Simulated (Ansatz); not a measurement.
**Molecular dynamics of C₃H₈O₃**

Input file:

```yaml
crystal:
  periodic: [false, false, false]
  atoms:
    - { symbol: C, position_ang: [-2.078398, -0.46847, -0.022267] }
    - { symbol: O, position_ang: [-1.301666, -0.741967, 1.209673] }
    - { symbol: C, position_ang: [0.112543, -0.590994, 0.873783] }
    - { symbol: O, position_ang: [0.402497, 0.853167, 0.595626] }
    - { symbol: C, position_ang: [1.680157, 0.895492, -0.15427] }
    - { symbol: O, position_ang: [1.632805, 0.213385, -1.456144] }
    - { symbol: H, position_ang: [-1.909938, 0.566946, -0.405479] }
    - { symbol: H, position_ang: [-1.836086, -1.190947, -0.841306] }
    - { symbol: H, position_ang: [-3.148938, -0.581432, 0.254198] }
    - { symbol: H, position_ang: [0.423302, -1.204996, -0.023834] }
    - { symbol: H, position_ang: [0.672838, -0.945103, 1.784681] }
    - { symbol: H, position_ang: [2.520079, 0.388893, 0.398155] }
    - { symbol: H, position_ang: [1.903655, 1.995852, -0.23675] }
    - { symbol: H, position_ang: [0.91405, 0.780874, -1.947266] }
magnetization:
  spin_polarized: true
basis:
  gaussian: { orbitals: STO-3G }
hamiltonian:
  xc: pbe
md:
  timestep: 0.5
  n_steps: 250
  ensemble: nve
  temperature: 2000.0
  initial_velocities: maxwell_boltzmann
  seed: 689098
  masses: [{ species: H, mass: 2.014 }]
```

Launched with:

```bash
$ ansatz run input.yaml --threads 1 --pin off --max-ram 2048MiB --backend cpu --events-out ev --progress --plain --runs-dir out
```

It starts from a relaxed structure.

Output, in part (one step line in 5, the closing report, with atoms numbered from 0):

```
md step     0: t =     0.00 fs  T =  2000.0 K  F+E_penalty+E_count = -9247.02614370 eV  E_kin = 3.102240 eV  conserved = -9243.92390372 eV  (26 SCF iters)
md step     5: t =     2.50 fs  T =  1367.2 K  F+E_penalty+E_count = -9246.03380387 eV  E_kin = 2.120624 eV  conserved = -9243.91317944 eV  (27 SCF iters)
md step    10: t =     5.00 fs  T =  1207.0 K  F+E_penalty+E_count = -9245.78911884 eV  E_kin = 1.872152 eV  conserved = -9243.91696681 eV  (28 SCF iters)
md step    15: t =     7.50 fs  T =  1193.6 K  F+E_penalty+E_count = -9245.77038189 eV  E_kin = 1.851395 eV  conserved = -9243.91898675 eV  (28 SCF iters)
md step    20: t =    10.00 fs  T =   755.0 K  F+E_penalty+E_count = -9245.08364397 eV  E_kin = 1.171103 eV  conserved = -9243.91254066 eV  (29 SCF iters)
md step    25: t =    12.50 fs  T =  1104.9 K  F+E_penalty+E_count = -9245.63055990 eV  E_kin = 1.713848 eV  conserved = -9243.91671167 eV  (28 SCF iters)
md step    30: t =    15.00 fs  T =  1422.9 K  F+E_penalty+E_count = -9246.12897472 eV  E_kin = 2.207096 eV  conserved = -9243.92187884 eV  (28 SCF iters)
md step    35: t =    17.50 fs  T =   999.2 K  F+E_penalty+E_count = -9245.46114026 eV  E_kin = 1.549908 eV  conserved = -9243.91123263 eV  (28 SCF iters)
md step    40: t =    20.00 fs  T =  1363.0 K  F+E_penalty+E_count = -9246.03465034 eV  E_kin = 2.114137 eV  conserved = -9243.92051305 eV  (28 SCF iters)
md step    45: t =    22.50 fs  T =  1128.1 K  F+E_penalty+E_count = -9245.66709262 eV  E_kin = 1.749799 eV  conserved = -9243.91729362 eV  (28 SCF iters)
md step    50: t =    25.00 fs  T =   768.6 K  F+E_penalty+E_count = -9245.10426377 eV  E_kin = 1.192265 eV  conserved = -9243.91199914 eV  (28 SCF iters)
md step    55: t =    27.50 fs  T =  1188.7 K  F+E_penalty+E_count = -9245.76420232 eV  E_kin = 1.843813 eV  conserved = -9243.92038916 eV  (28 SCF iters)
md step    60: t =    30.00 fs  T =   947.0 K  F+E_penalty+E_count = -9245.38622419 eV  E_kin = 1.468901 eV  conserved = -9243.91732310 eV  (28 SCF iters)
md step    65: t =    32.50 fs  T =   779.2 K  F+E_penalty+E_count = -9245.12262704 eV  E_kin = 1.208659 eV  conserved = -9243.91396828 eV  (28 SCF iters)
md step    70: t =    35.00 fs  T =  1201.8 K  F+E_penalty+E_count = -9245.78479262 eV  E_kin = 1.864126 eV  conserved = -9243.92066681 eV  (27 SCF iters)
md step    75: t =    37.50 fs  T =   893.6 K  F+E_penalty+E_count = -9245.30107878 eV  E_kin = 1.386005 eV  conserved = -9243.91507390 eV  (28 SCF iters)
md step    80: t =    40.00 fs  T =   866.7 K  F+E_penalty+E_count = -9245.25826830 eV  E_kin = 1.344387 eV  conserved = -9243.91388120 eV  (28 SCF iters)
md step    85: t =    42.50 fs  T =  1282.2 K  F+E_penalty+E_count = -9245.90961964 eV  E_kin = 1.988775 eV  conserved = -9243.92084434 eV  (28 SCF iters)
md step    90: t =    45.00 fs  T =   947.2 K  F+E_penalty+E_count = -9245.38376457 eV  E_kin = 1.469230 eV  conserved = -9243.91453462 eV  (28 SCF iters)
md step    95: t =    47.50 fs  T =   995.9 K  F+E_penalty+E_count = -9245.46230004 eV  E_kin = 1.544778 eV  conserved = -9243.91752194 eV  (28 SCF iters)
md step   100: t =    50.00 fs  T =  1064.4 K  F+E_penalty+E_count = -9245.57042752 eV  E_kin = 1.650991 eV  conserved = -9243.91943695 eV  (29 SCF iters)
md step   105: t =    52.50 fs  T =   607.3 K  F+E_penalty+E_count = -9244.85465265 eV  E_kin = 0.942040 eV  conserved = -9243.91261300 eV  (30 SCF iters)
md step   110: t =    55.00 fs  T =   855.9 K  F+E_penalty+E_count = -9245.24442737 eV  E_kin = 1.327647 eV  conserved = -9243.91678009 eV  (28 SCF iters)
md step   115: t =    57.50 fs  T =  1070.7 K  F+E_penalty+E_count = -9245.58109547 eV  E_kin = 1.660774 eV  conserved = -9243.92032192 eV  (29 SCF iters)
md step   120: t =    60.00 fs  T =   778.2 K  F+E_penalty+E_count = -9245.11855602 eV  E_kin = 1.207023 eV  conserved = -9243.91153309 eV  (28 SCF iters)
md step   125: t =    62.50 fs  T =  1267.0 K  F+E_penalty+E_count = -9245.88606006 eV  E_kin = 1.965325 eV  conserved = -9243.92073519 eV  (28 SCF iters)
md step   130: t =    65.00 fs  T =  1149.2 K  F+E_penalty+E_count = -9245.70004018 eV  E_kin = 1.782521 eV  conserved = -9243.91751934 eV  (28 SCF iters)
md step   135: t =    67.50 fs  T =   816.7 K  F+E_penalty+E_count = -9245.17969751 eV  E_kin = 1.266727 eV  conserved = -9243.91297056 eV  (28 SCF iters)
md step   140: t =    70.00 fs  T =  1095.6 K  F+E_penalty+E_count = -9245.61918675 eV  E_kin = 1.699408 eV  conserved = -9243.91977881 eV  (29 SCF iters)
md step   145: t =    72.50 fs  T =   790.0 K  F+E_penalty+E_count = -9245.14218308 eV  E_kin = 1.225368 eV  conserved = -9243.91681547 eV  (30 SCF iters)
md step   150: t =    75.00 fs  T =   630.4 K  F+E_penalty+E_count = -9244.89081355 eV  E_kin = 0.977848 eV  conserved = -9243.91296550 eV  (29 SCF iters)
md step   155: t =    77.50 fs  T =  1175.4 K  F+E_penalty+E_count = -9245.74439361 eV  E_kin = 1.823263 eV  conserved = -9243.92113062 eV  (29 SCF iters)
md step   160: t =    80.00 fs  T =  1002.4 K  F+E_penalty+E_count = -9245.46893145 eV  E_kin = 1.554898 eV  conserved = -9243.91403301 eV  (29 SCF iters)
md step   165: t =    82.50 fs  T =  1228.9 K  F+E_penalty+E_count = -9245.82278877 eV  E_kin = 1.906161 eV  conserved = -9243.91662743 eV  (27 SCF iters)
md step   170: t =    85.00 fs  T =  1443.6 K  F+E_penalty+E_count = -9246.16027240 eV  E_kin = 2.239259 eV  conserved = -9243.92101349 eV  (28 SCF iters)
md step   175: t =    87.50 fs  T =   914.5 K  F+E_penalty+E_count = -9245.33154227 eV  E_kin = 1.418546 eV  conserved = -9243.91299638 eV  (29 SCF iters)
md step   180: t =    90.00 fs  T =   963.1 K  F+E_penalty+E_count = -9245.41149668 eV  E_kin = 1.493819 eV  conserved = -9243.91767758 eV  (29 SCF iters)
md step   185: t =    92.50 fs  T =   915.5 K  F+E_penalty+E_count = -9245.33802610 eV  E_kin = 1.419990 eV  conserved = -9243.91803583 eV  (28 SCF iters)
md step   190: t =    95.00 fs  T =   732.7 K  F+E_penalty+E_count = -9245.04948068 eV  E_kin = 1.136504 eV  conserved = -9243.91297716 eV  (29 SCF iters)
md step   195: t =    97.50 fs  T =  1182.8 K  F+E_penalty+E_count = -9245.75464629 eV  E_kin = 1.834713 eV  conserved = -9243.91993361 eV  (29 SCF iters)
md step   200: t =   100.00 fs  T =  1083.6 K  F+E_penalty+E_count = -9245.59756493 eV  E_kin = 1.680833 eV  conserved = -9243.91673238 eV  (29 SCF iters)
md step   205: t =   102.50 fs  T =   965.3 K  F+E_penalty+E_count = -9245.41200624 eV  E_kin = 1.497289 eV  conserved = -9243.91471745 eV  (30 SCF iters)
md step   210: t =   105.00 fs  T =  1225.4 K  F+E_penalty+E_count = -9245.82032929 eV  E_kin = 1.900752 eV  conserved = -9243.91957771 eV  (30 SCF iters)
md step   215: t =   107.50 fs  T =   953.4 K  F+E_penalty+E_count = -9245.39393376 eV  E_kin = 1.478893 eV  conserved = -9243.91504061 eV  (29 SCF iters)
md step   220: t =   110.00 fs  T =   922.1 K  F+E_penalty+E_count = -9245.34599022 eV  E_kin = 1.430297 eV  conserved = -9243.91569324 eV  (29 SCF iters)
md step   225: t =   112.50 fs  T =  1053.3 K  F+E_penalty+E_count = -9245.55296452 eV  E_kin = 1.633774 eV  conserved = -9243.91919037 eV  (30 SCF iters)
md step   230: t =   115.00 fs  T =   812.9 K  F+E_penalty+E_count = -9245.17445857 eV  E_kin = 1.260905 eV  conserved = -9243.91355367 eV  (30 SCF iters)
md step   235: t =   117.50 fs  T =  1076.0 K  F+E_penalty+E_count = -9245.58635085 eV  E_kin = 1.668992 eV  conserved = -9243.91735918 eV  (29 SCF iters)
md step   240: t =   120.00 fs  T =  1186.2 K  F+E_penalty+E_count = -9245.75874311 eV  E_kin = 1.839892 eV  conserved = -9243.91885131 eV  (28 SCF iters)
md step   245: t =   122.50 fs  T =   996.5 K  F+E_penalty+E_count = -9245.45941211 eV  E_kin = 1.545633 eV  conserved = -9243.91377883 eV  (29 SCF iters)
md step   250: t =   125.00 fs  T =  1322.8 K  F+E_penalty+E_count = -9245.97083981 eV  E_kin = 2.051855 eV  conserved = -9243.91898446 eV  (27 SCF iters)
Total energy: -9245.97086432 eV, -339.7831621195 hartree
Atom 0 at    -2.106617    -0.529496    -0.114901 Å, force     0.049514     1.979649    -2.446014 eV/Å
Atom 1 at    -1.345024    -0.470650     1.086797 Å, force     0.877386     0.324059     2.248577 eV/Å
Atom 2 at     0.106353    -0.813756     0.863943 Å, force    -2.032902     0.077451    -3.942445 eV/Å
Atom 3 at     1.040886     0.278562     0.999100 Å, force     0.902190     1.377878    -1.214870 eV/Å
Atom 4 at     1.185192     1.187341    -0.240014 Å, force    -1.204010    -1.098108    -0.351221 eV/Å
Atom 5 at     1.814925     0.524086    -1.451107 Å, force     0.786325     1.390176     2.457409 eV/Å
Atom 6 at    -2.934242    -1.286985    -0.048096 Å, force     0.370021    -0.118536    -0.384827 eV/Å
Atom 7 at    -2.597826     0.485542    -0.406581 Å, force     0.284360    -1.020828     0.848659 eV/Å
Atom 8 at    -1.356276    -0.645627    -0.956786 Å, force    -1.136531    -0.952051    -0.164593 eV/Å
Atom 9 at     0.097775    -1.455270    -0.163141 Å, force     0.793965     1.232726     1.869726 eV/Å
Atom 10 at     0.395803    -1.391208     1.701207 Å, force     0.525176    -1.995411     2.088562 eV/Å
Atom 11 at     1.755034     2.050304     0.153688 Å, force     1.103392    -0.078759    -0.006508 eV/Å
Atom 12 at     0.186206     1.662302    -0.494395 Å, force     0.041651    -0.574336    -0.133083 eV/Å
Atom 13 at     0.975941     0.284072    -1.950069 Å, force    -1.360537    -0.543910    -0.869371 eV/Å
Dipole moment:    -0.209056     0.005339    -0.394492 e Å
```

The run went to its last step. The conserved energy stayed within 0.96 meV per atom of its start (net change 0.35 meV per atom), so the integration is sound. The temperature averaged 0.51 of the 2000 K drawn at the start: a run that starts near a minimum puts about half its kinetic energy into the potential. A run of 0.12 ps of so small a system gives no equilibrium averages. Limits of this set-up: minimal basis.

The same pairs are bonded in the first frame and the last. Pairs count as bonded within 1.25 times the sum of covalent radii (0.12 Å more for H–H).

Last frame:

```xyz
14
Properties=species:S:1:pos:R:3
C -2.107 -0.529 -0.115
O -1.345 -0.471 1.087
C 0.106 -0.814 0.864
O 1.041 0.279 0.999
C 1.185 1.187 -0.240
O 1.815 0.524 -1.451
H -2.934 -1.287 -0.048
H -2.598 0.485 -0.407
H -1.356 -0.646 -0.957
H 0.098 -1.455 -0.163
H 0.396 -1.391 1.701
H 1.755 2.050 0.154
H 0.186 1.662 -0.494
H 0.976 0.284 -1.950
```

The run took 7 min on 1 thread of AMD EPYC 9R45 96-Core Processor (Zen 5), on a shared host, peak memory 0.14 GiB.
